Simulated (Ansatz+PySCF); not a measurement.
## Stretching singlet C2

The C–C distance is varied.

Basis set: 6-31G (spherical functions). Correlated methods keep 2 orbitals frozen. Charge 0, multiplicity 1.

Computed with Ansatz (development build ahead of 0.2.0), each point on the determinant that the search for low states chose. Each curve is measured from its own lowest point listed. The RHF-CCSD(T) curve may step between solutions.

| r(C–C) (Å) | RHF-CCSD(T) (eV) | UHF-CCSD(T) (eV) | PBE0 (restricted) (eV) |
| --- | --- | --- | --- |
| 1.696 | 0.000 | 0.378 | 0.000 |
| 1.759 | 0.252 | 0.000 | 0.339 |
| 1.821 | 0.502 | 0.403 | 0.689 |
| 1.884 | 0.744 | 0.786 | 1.043 |
| 1.947 | 0.971 | 1.139 | 1.395 |
| 2.010 | 1.182 | 1.452 | 1.742 |
| 2.073 | 1.183 | 1.841 | 2.083 |
| 2.135 | 1.153 | 2.075 | 2.416 |
| 2.387 | 5.110 | 2.584 | 3.644 |
| 2.449 | 5.361 | 2.641 | 3.922 |
| 2.512 | 5.466 | 2.682 | 4.188 |
| 2.638 | 5.571 | 2.733 | 4.681 |
| 2.701 | 5.608 | 2.748 | 4.909 |
| 2.763 | 5.640 | 2.760 | 5.124 |
| 2.826 | 5.670 | 2.770 | 5.328 |
| 2.889 | 5.697 | 2.777 | 5.521 |
| 2.952 | 5.722 | 2.783 | 5.703 |
| 3.015 | 5.745 | 2.788 | 5.874 |
| 3.077 | 5.765 | 2.793 | 6.033 |
| 3.140 | 5.784 | 2.797 | 6.168 |

**Question.** Give the full CI (lowest root of this spin) curve at the same distances.

**Answer.** r (Å), E (eV) and a bar:
```
    1.696      0.000
    1.759      0.436 ####
    1.821      0.783 ########
    1.884      1.019 ##########
    1.947      1.244 #############
    2.010      1.456 ###############
    2.073      1.653 #################
    2.135      1.834 ###################
    2.387      2.388 #########################
    2.449      2.485 ##########################
    2.512      2.568 ##########################
    2.638      2.697 ############################
    2.701      2.745 ############################
    2.763      2.785 #############################
    2.826      2.818 #############################
    2.889      2.846 #############################
    2.952      2.868 ##############################
    3.015      2.887 ##############################
    3.077      2.902 ##############################
    3.140      2.914 ##############################
```

Caution at some points: another spin multiplicity may lie lower. Caution for RHF-CCSD(T) at some points, UHF-CCSD(T) at some points: large amplitudes, a single reference is doubtful; another reference gives a lower total; the program doubts this total; the determinant may break the point group; the determinant breaks the point group. Caution for RHF-CCSD(T) at some points, PBE0 (restricted) at some points: an unrestricted determinant lies well below. Caution for RHF-CCSD(T) at some points: the amplitudes may be one of several solutions; very large amplitudes, the method is breaking down. Caution for UHF-CCSD(T) at some points: bonds are stretched, where a single reference can fail; the unrestricted determinant is a mixture of spin states; a plain start can end on a higher determinant.
